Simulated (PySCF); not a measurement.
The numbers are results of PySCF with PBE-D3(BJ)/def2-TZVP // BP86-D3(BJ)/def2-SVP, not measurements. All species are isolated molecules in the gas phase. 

Reference species (SMILES): `N` (neutral, multiplicity 1).

- dipole moment: 1.80 D
- HOMO: -6.15 eV
- HOMO–LUMO gap: 6.28 eV

Changed species: `[C-]#[N+]C` (free ligand CNCH3; the reference has free ligand NH3).

Question: Predict the effect on the dipole moment, HOMO and HOMO–LUMO gap.

Answer: the dipole moment increases by 2.11 D, to 3.91 D; the HOMO falls by 1.01 eV, to -7.16 eV; the HOMO–LUMO gap increases by 0.29 eV, to 6.57 eV.
